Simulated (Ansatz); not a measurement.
1-chloropropane (C3H7Cl), SMILES CCCCl.

Coordinates come from a PBE0-D3(BJ)/def2-SVP optimisation. Other conformers were not sampled.

Two levels are set side by side: PBE/def2-SVPD (Ansatz, a first-principles code) and CAM-B3LYP/def2-SVPD (Ansatz). Energy differences of separate SCF runs at the same geometry; the states with an electron removed or added have multiplicity 2 and 2. Differences are taken from unrounded values.

```tsv
quantity	CAM-B3LYP
vertical ionisation energy (eV)	10.97
vertical singlet–triplet gap (eV)	6.88
```

Q: What does PBE give, and how far is it from CAM-B3LYP? (An estimate is asked for; the answer gives what the named calculation found.)

A: 
```tsv
quantity	PBE	PBE minus CAM-B3LYP
vertical ionisation energy (eV)	10.43	-0.54
vertical singlet–triplet gap (eV)	6.50	-0.38
```
